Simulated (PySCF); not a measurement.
# CF3: fields on a plane

These are results of PySCF, Ur2SCAN, basis C def2-TZVP, F def2-TZVP (no relativity, density fitting), not measurements.

The doublet minimum has C–F 1.321 Å (×3); F–C–F 111.2° (×3).

The plane holds C1 at (0.00, 0.00), F2 at (1.32, 0.00), F3 at (-0.48, 1.23) Å. Columns run from x = -2.55 to 3.75 Å, rows from y = 3.45 (top) to -1.95 Å, in steps of 0.3 Å. Other isomers or separated fragments may lie lower.

Question: Give the electrostatic potential (V) (cut at 20 V). Lower edges of the bins (V): '_' -0.12, '.' -0.01, ':' 0.18, '-' 0.48, '=' 0.95, '+' 1.70, '*' 2.89, '#' 4.78, '%' 7.76, '@' 12.50; top 20.0, each point printed twice.

Answer: 
```
____________________________________________
____________________________________________
____________________________________________
__________........__________________________
________..--====--..________________________
________::++####**==::......________________
______..==##@@@@@@##==--::....______________
______::++@@@@@@@@@@**==--::..______________
..__..::++@@@@@@@@@@##**++==--..____________
....::--++##@@@@@@@@%%######**==::__________
..::::--++##@@@@@@@@@@@@@@@@@@##==..________
..::::==++##@@@@@@@@@@@@@@@@@@%%++::________
..::--==++##@@@@@@@@@@@@@@@@@@%%++::________
..::::--++**%%@@@@@@@@@@@@@@@@##==..________
..::::--==++##%%@@@@%%######**==::__________
....::::--==++**####****++==--..____________
......::::--====++++++==--::..______________
..........::::----------::::..______________
............::::::::::::::....______________
```

Question: Give the electron localisation function (set to 0 where the density is under 0.005 e/Å³). Lower edges of the bins: '0' 0.000, '1' 0.088, '2' 0.176, '3' 0.265, '4' 0.353, '5' 0.441, '6' 0.529, '7' 0.617, '8' 0.706, '9' 0.794; top 0.88.

Answer: 
```
0000000000000000000000
0000000000000000000000
0000000000000000000000
0000001111100000000000
0000124554210000000000
0001468887510000000000
0013799999610000000000
0025897699500121000000
0015898188202564200000
0002688896127987310000
0000135863479998510000
0000013355596288620000
0000015455596288620000
0000014753579998510000
0000012564237987410000
0000011222113664200000
0000011110000222000000
0000000000000000000000
0000000000000000000000
```
